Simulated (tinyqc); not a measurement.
Orbital energy against energy difference: ionisation energy by orbital energies and by energy differences in the 6-31g basis, for H2O, spin multiplicity 1. Computed by the program tinyqc with PySCF. The cation is unrestricted; errors are against CCSD(T) in this basis, not against experiment.

Geometry (angstrom):

| atom | x | y | z |
|---|---|---|---|
| O | 0.0000 | 0.0000 | 0.0000 |
| H | 0.0000 | 0.7730 | 0.4820 |
| H | 0.0000 | -0.7850 | 0.4900 |

CCSD(T) difference in the same basis = 11.9132 eV

IP-EOM-CCSD = 11.6797 eV

First vertical ionisation energy (eV):

| method | -e(HOMO) | E(cation) - E | error of -e(HOMO) | error of the difference |
|---|---|---|---|---|
| HF | 13.5616 | 11.017301 | 1.6485 | -0.8959 |
| LDA | 6.2545 | 12.776079 | -5.6587 | 0.8629 |
| PBE | 6.1705 | 12.447750 | -5.7427 | 0.5346 |
| B3LYP | 7.9120 | 12.500791 | -4.0012 | 0.5876 |
| PBE0 | 8.2833 | 12.389260 | -3.6299 | 0.4761 |
| CAM-B3LYP | 9.8069 | 12.494691 | -2.1062 | 0.5815 |
| LC-wPBE | 11.2631 | 12.540009 | -0.6501 | 0.6268 |

What does the comparison show, and why?

Koopmans errs by +1.65 eV and Delta-HF by -0.90 eV: relaxation, 2.54 eV, lowers the value and the missing correlation difference works against it. The PBE level is off by -5.7 eV through the wrong tail of its potential, though its energy difference is off by +0.53 eV; exact exchange deepens the level, and among the orbital energies LC-wPBE comes closest; among the differences PBE0 does.
